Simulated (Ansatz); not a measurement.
AlH2⁻, singlet: the ladder up to full CI

Geometry: a point of a stretch scan, not a stationary point.

```xyz
3

Al    0.0000   -0.0894    0.0089
H     0.0000    1.3177   -1.4792
H     0.0000    1.0764    1.2417
```

Basis 6-31++G** (Cartesian d functions); Ansatz 0.2.0. Only valence electrons are correlated (noble-gas cores frozen), which leaves 6 electrons in 30 orbitals. Prefix R: restricted or restricted open-shell reference. Active spaces: pair = (2e, 2o) about the gap; valence = (6e, 6o) chosen from the atoms' valence shells.

Full CI is exact within this basis and frozen core; it isn't the basis-set limit.

```
UHF ⟨S²⟩                          : 0.280
T1 diagnostic (RCCSD)             : 0.0185
largest doubles amplitude (RCCSD) : 0.061
```

Task: From what is known of these methods and the diagnostics, rank them by the size of their error in total energy against full CI in 6-31++G**, smallest first (an estimate: the text doesn't fix the numbers).
A. RHF
B. NEVPT2 (valence space)
C. NEVPT2 (pair space)
D. RCCSDT(Q)
E. CASSCF (pair space)

Result: D (1 meV), B (493 meV), C (630 meV), E (2148 meV), A (2598 meV).

All errors are against full CI in 6-31++G**. Within each family the higher level lies nearer, as is usual though not guaranteed.

The full-CI state has the irrep A' of Cs, in the program's axes.

Natural occupations of full CI about the gap: 1.960 1.944 1.888 0.057 0.052 0.031 0.019 0.012 0.010 0.006; effectively unpaired electrons, Σ n²(2−n)², 0.09.
